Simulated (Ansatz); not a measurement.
in.yaml

```yaml
crystal:
  periodic: [false, false, false]
  atoms:
    - {symbol: Ti, position_ang: [0.000000, 0.000000, 0.000000]}
    - {symbol: H, position_ang: [0.000000, 0.000000, 1.696000]}
basis:
  gaussian: {orbitals: def2-mTZVP}
total_charge: 1
magnetization: {spin_polarized: true, initial_magnetization: 2}
correlation: {method: ccsd_t, electrons: valence}
```

```sh
$ ansatz run in.yaml --threads 1 --pin off --events-out ev --progress --plain --max-ram 2393MiB
```

Output:

```
376 factors; integrals over basis functions are off by at most 3.1e-4 eV
mean field evaluation 1: about -23092.1944 eV, gradient 1.1e1 eV
mean field evaluation 2: about -23092.2772 eV, gradient 1.1e1 eV
mean field evaluation 4: about -23093.6242 eV, gradient 2.4e0 eV
mean field evaluation 8: about -23094.2916 eV, gradient 1.4e0 eV
mean field evaluation 16: about -23095.0320 eV, gradient 6.2e-5 eV
mean field evaluation 32: about -23095.0993 eV, gradient 1.3e-5 eV
mean field evaluation 64: about -23095.0320 eV, gradient 2.0e-4 eV
mean field evaluation 96: about -23094.8171 eV, gradient 2.0e-2 eV
mean field evaluation 128: about -23095.0989 eV, gradient 6.5e-2 eV
mean field evaluation 160: about -23095.0668 eV, gradient 2.8e-1 eV
...
mean field evaluation 1312: about -23090.6546 eV, gradient 1.4e1 eV
mean field evaluation 1344: about -23092.5561 eV, gradient 1.0e0 eV
mean field evaluation 1376: about -23092.3807 eV, gradient 6.4e-1 eV
mean field evaluation 1408: about -23089.7287 eV, gradient 1.2e1 eV
mean field evaluation 1440: about -23094.2750 eV, gradient 6.1e-2 eV
mean field evaluation 1472: about -23093.9984 eV, gradient 1.9e0 eV
mean field evaluation 1504: about -23087.6960 eV, gradient 1.9e1 eV
mean field evaluation 1536: about -23087.7208 eV, gradient 1.8e1 eV
mean field evaluation 1568: about -23092.1019 eV, gradient 7.0e-4 eV
mean field -23095.09930758 eV, -848.7292451329 hartree, gradient 2.3e-6 eV, S^2 2.008867; 27 other end points of the search recorded, 0 dependent functions left out
determinant -23095.09930758 eV, -848.7292451329 hartree, with singles and doubles -23101.03263264 eV, -848.9472908071 hartree
determinant -23095.03198691 eV, -848.7267711439 hartree, with singles and doubles -23100.98921963 eV, -848.9456954087 hartree
determinant -23094.87320710 eV, -848.7209360936 hartree, with singles and doubles -23100.88902175 eV, -848.9420132042 hartree
determinant -23094.81716596 eV, -848.7188766199 hartree, with singles and doubles -23100.87683065 eV, -848.9415651898 hartree
determinant -23094.62181794 eV, -848.7116977126 hartree, with singles and doubles -23100.68733491 eV, -848.9346013497 hartree
determinant -23094.57198097 eV, -848.7098662375 hartree, with singles and doubles -23100.69619380 eV, -848.9349269079 hartree
determinant -23094.27508201 eV, -848.6989554020 hartree, with singles and doubles -23100.43071699 eV, -848.9251708149 hartree
determinant -23093.70485617 eV, -848.6779999891 hartree, with singles and doubles -23100.07859035 eV, -848.9122303999 hartree
determinant -23092.54573279 eV, -848.6354029905 hartree, with singles and doubles -23097.93160603 eV, -848.8333301811 hartree
determinant -23092.41450804 eV, -848.6305805699 hartree, with singles and doubles -23098.02104980 eV, -848.8366171792 hartree
determinant -23092.19854011 eV, -848.6226438947 hartree, with singles and doubles -23097.90588411 eV, -848.8323849181 hartree
determinant -23091.60012553 eV, -848.6006525645 hartree, with singles and doubles -23097.49815724 eV, -848.8174012321 hartree
determinant -23095.09930758 eV, -848.7292451329 hartree, with singles and doubles -23101.03583221 eV, -848.9474083893 hartree
determinant -23095.03198691 eV, -848.7267711439 hartree, with singles and doubles -23100.99469640 eV, -848.9458966759 hartree
determinant -23094.87320710 eV, -848.7209360936 hartree, with singles and doubles -23100.90430781 eV, -848.9425749566 hartree
determinant -23094.81716596 eV, -848.7188766199 hartree, with singles and doubles -23100.88411202 eV, -848.9418327753 hartree
determinant -23094.62181794 eV, -848.7116977126 hartree, with singles and doubles -23100.71501353 eV, -848.9356185200 hartree
determinant -23094.57198097 eV, -848.7098662375 hartree, with singles and doubles -23100.71720131 eV, -848.9356989198 hartree
5 core orbitals not correlated: weight in the atoms' cores, before any rotation towards them, 1.000 or more for the frozen orbitals, at most 0.000 for the correlated occupied ones
reference -23095.09930758 eV, -848.7292451329 hartree; 7, 5 occupied and 24, 26 virtual orbitals, 376 factors
second order -5.19988305 eV of doubles, -0.00000000 eV of singles
cycle   1  -5.93652482 eV  change   -1.8e-7 eV  update   2.1e-6
perturbative correction -0.11764700 eV, -0.0043234476 hartree
Total energy: -23101.15347940 eV, -848.9517318437 hartree
```

Ran on 1 thread of Intel Xeon 6975P-C, shared host: 7 s wall, 0.19 GiB peak host memory.
